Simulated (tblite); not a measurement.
Record of a relaxation.

Species: C₂H₈NP₂ (charge -1).
Bonds: C1–N2, N2–C3, N2–P4, P4–P5. Hydrogens: H6, H7, H8 on C1; H9, H10, H11 on C3; H12, H13 on P5.

Computed with GFN2-xTB (tblite), gas phase: L-BFGS steps from a force-field or distance-geometry start until the largest atomic force falls under 0.01 eV/Å. 8 of its 105 geometries are shown.

Step 0: E = -448.2781 eV, largest atomic force 2.826 eV/Å
```
atom  x, y, z in Å  |  force x, y, z in eV/Å
C1     -1.334   -1.309    0.087   -0.535   0.524   0.361
N2     -0.339   -0.291    0.395   -0.306   0.293   0.727
C3     -0.935    0.971    0.103   -1.401   1.259   0.330
P4      1.101   -0.622   -0.519    2.101  -1.293  -1.379
P5      2.693    0.765   -0.108   -1.043   1.331   0.230
H6     -2.322   -0.779    0.210    0.585  -1.154  -0.019
H7     -1.201   -1.591   -0.967   -0.333  -0.551   0.341
H8     -1.296   -2.144    0.804    0.226   0.135  -0.547
H9     -1.897    0.785   -0.448    0.780   0.892  -0.180
H10    -1.257    1.454    1.060    0.266  -0.008  -0.304
H11    -0.291    1.673   -0.441   -0.049  -0.247   0.103
H12     3.603    0.674   -1.255   -0.631  -0.742   1.311
H13     3.470    0.416    1.062    0.339  -0.439  -0.975
```

Step 15: E = -449.3524 eV, largest atomic force 0.160 eV/Å
```
atom  x, y, z in Å  |  force x, y, z in eV/Å
C1     -1.299   -1.323    0.090   -0.021  -0.046   0.054
N2     -0.344   -0.252    0.286   -0.137  -0.001  -0.011
C3     -0.907    1.067    0.067    0.025   0.033  -0.014
P4      1.165   -0.694   -0.553    0.000  -0.079  -0.108
P5      2.452    0.862    0.001   -0.081   0.066  -0.007
H6     -2.315   -0.983    0.312    0.067   0.006   0.087
H7     -1.291   -1.742   -0.928   -0.035   0.119  -0.009
H8     -1.039   -2.138    0.766   -0.004  -0.073   0.047
H9     -1.794    1.068   -0.590    0.152  -0.022   0.046
H10    -1.192    1.489    1.045   -0.084  -0.033  -0.104
H11    -0.153    1.725   -0.367    0.054  -0.006  -0.005
H12     3.304    0.580   -1.057    0.095   0.085   0.058
H13     3.409    0.342    0.909   -0.030  -0.050  -0.033
```

Step 30: E = -449.4606 eV, largest atomic force 0.338 eV/Å
```
atom  x, y, z in Å  |  force x, y, z in eV/Å
C1     -1.312   -1.317    0.187    0.131   0.176  -0.034
N2     -0.302   -0.288    0.242    0.180   0.111   0.115
C3     -0.842    1.026   -0.020   -0.033  -0.038  -0.031
P4      1.154   -0.687   -0.721   -0.058   0.017   0.022
P5      2.360    0.865    0.048    0.065  -0.272   0.190
H6     -2.195   -0.959    0.729    0.037  -0.151   0.090
H7     -1.622   -1.579   -0.836   -0.055   0.036  -0.077
H8     -0.909   -2.215    0.652   -0.052  -0.023   0.029
H9     -1.512    1.026   -0.890   -0.181   0.158  -0.004
H10    -1.370    1.401    0.874   -0.094  -0.149  -0.186
H11    -0.011    1.700   -0.223   -0.026   0.050   0.011
H12     3.304    0.840   -0.968    0.031  -0.067  -0.043
H13     3.253    0.188    0.909    0.056   0.153  -0.083
```

Step 45: E = -449.5515 eV, largest atomic force 0.105 eV/Å
```
atom  x, y, z in Å  |  force x, y, z in eV/Å
C1     -1.283   -1.281    0.249   -0.031   0.007   0.016
N2     -0.301   -0.231    0.211    0.003  -0.033  -0.003
C3     -0.900    1.038   -0.125   -0.015  -0.017   0.028
P4      1.156   -0.684   -0.706    0.028   0.101   0.007
P5      2.419    0.770    0.151    0.053  -0.023   0.024
H6     -1.998   -1.066    1.054   -0.042  -0.024   0.039
H7     -1.859   -1.397   -0.687    0.045   0.046  -0.024
H8     -0.784   -2.226    0.453    0.038   0.005   0.016
H9     -1.395    1.052   -1.109   -0.048  -0.032  -0.038
H10    -1.646    1.289    0.642   -0.026   0.010  -0.019
H11    -0.122    1.800   -0.118    0.060  -0.005  -0.004
H12     3.309    0.867   -0.915   -0.016  -0.014  -0.002
H13     3.400    0.069    0.884   -0.050  -0.021  -0.038
```

Step 59: E = -449.5582 eV, largest atomic force 0.037 eV/Å
```
atom  x, y, z in Å  |  force x, y, z in eV/Å
C1     -1.273   -1.278    0.258    0.010   0.008  -0.002
N2     -0.306   -0.212    0.239    0.014   0.004  -0.021
C3     -0.920    1.045   -0.124    0.006  -0.015  -0.008
P4      1.144   -0.637   -0.707   -0.017  -0.009   0.004
P5      2.445    0.768    0.172   -0.011   0.009  -0.006
H6     -2.004   -1.093    1.058    0.016   0.006  -0.016
H7     -1.826   -1.381   -0.692   -0.004  -0.004   0.012
H8     -0.757   -2.218    0.450    0.001   0.027   0.013
H9     -1.412    1.020   -1.111   -0.024   0.005   0.000
H10    -1.672    1.313    0.630    0.005  -0.006  -0.004
H11    -0.141    1.808   -0.141   -0.018  -0.010   0.011
H12     3.312    0.851   -0.913    0.009   0.017   0.004
H13     3.406    0.013    0.865    0.010  -0.033   0.013
```

Step 74: E = -449.5670 eV, largest atomic force 0.125 eV/Å
```
atom  x, y, z in Å  |  force x, y, z in eV/Å
C1     -1.199   -1.244    0.298   -0.008  -0.033  -0.038
N2     -0.294   -0.132    0.170   -0.084  -0.006   0.008
C3     -1.011    1.068   -0.190   -0.050   0.057   0.006
P4      1.124   -0.499   -0.824    0.062   0.020  -0.041
P5      2.503    0.633    0.303    0.037  -0.076   0.026
H6     -1.900   -1.051    1.124    0.021  -0.013  -0.049
H7     -1.786   -1.427   -0.619   -0.045   0.003   0.047
H8     -0.628   -2.145    0.513    0.027   0.011   0.034
H9     -1.531    1.002   -1.164    0.022  -0.029   0.053
H10    -1.763    1.273    0.586    0.002   0.034  -0.028
H11    -0.307    1.898   -0.230    0.036  -0.033  -0.003
H12     3.358    0.952   -0.752    0.008  -0.033   0.056
H13     3.430   -0.328    0.766   -0.030   0.099  -0.071
```

Step 89: E = -449.5788 eV, largest atomic force 0.065 eV/Å
```
atom  x, y, z in Å  |  force x, y, z in eV/Å
C1     -1.099   -1.204    0.328   -0.032  -0.012  -0.002
N2     -0.310   -0.022    0.096   -0.019   0.034   0.034
C3     -1.141    1.103   -0.254   -0.007   0.025   0.005
P4      1.106   -0.274   -0.927    0.030   0.012  -0.045
P5      2.559    0.384    0.461   -0.046  -0.005   0.046
H6     -1.800   -1.016    1.154    0.018  -0.009  -0.014
H7     -1.686   -1.515   -0.554   -0.019   0.002   0.021
H8     -0.434   -2.020    0.602    0.006  -0.009  -0.004
H9     -1.738    0.945   -1.171    0.029  -0.008   0.043
H10    -1.837    1.313    0.572    0.022  -0.031  -0.027
H11    -0.500    1.971   -0.401    0.003   0.003  -0.035
H12     3.428    1.033   -0.417   -0.003   0.024  -0.028
H13     3.447   -0.699    0.495    0.020  -0.028   0.006
```

Step 104: E = -449.5829 eV, largest atomic force 0.008 eV/Å
```
atom  x, y, z in Å  |  force x, y, z in eV/Å
C1     -1.044   -1.172    0.346    0.003   0.000  -0.002
N2     -0.309    0.037    0.070    0.002   0.002  -0.006
C3     -1.194    1.114   -0.293   -0.003   0.000  -0.002
P4      1.107   -0.155   -0.965   -0.002  -0.002   0.003
P5      2.556    0.214    0.529    0.000   0.003  -0.001
H6     -1.710   -1.004    1.204   -0.003   0.004   0.005
H7     -1.663   -1.510   -0.503   -0.003   0.001  -0.005
H8     -0.337   -1.961    0.594    0.004  -0.005  -0.003
H9     -1.817    0.888   -1.177   -0.002   0.000   0.008
H10    -1.867    1.329    0.549    0.001   0.005  -0.001
H11    -0.598    1.999   -0.509   -0.001  -0.007  -0.001
H12     3.426    1.063   -0.163    0.000   0.003   0.001
H13     3.446   -0.842    0.300    0.004  -0.005   0.003
```

**Question.** Summarise the path.

**Answer.** The energy falls by 125.89 kJ/mol from step 0 to step 104; nine tenths of that is first reached at step 30. It falls at every step. The largest force goes from 2.826 to 0.008 eV/Å. Among the bonds P5–H12 changes most, from 1.467 to 1.399 Å; the atoms move by 0.857 Å rms after alignment.

The cost below is that of the whole relaxation. Time: 0.48 s of wall time. Hardware: one thread, Arm Neoverse V2 (aarch64), shared host with 192 logical CPUs at a one-minute load of 98.
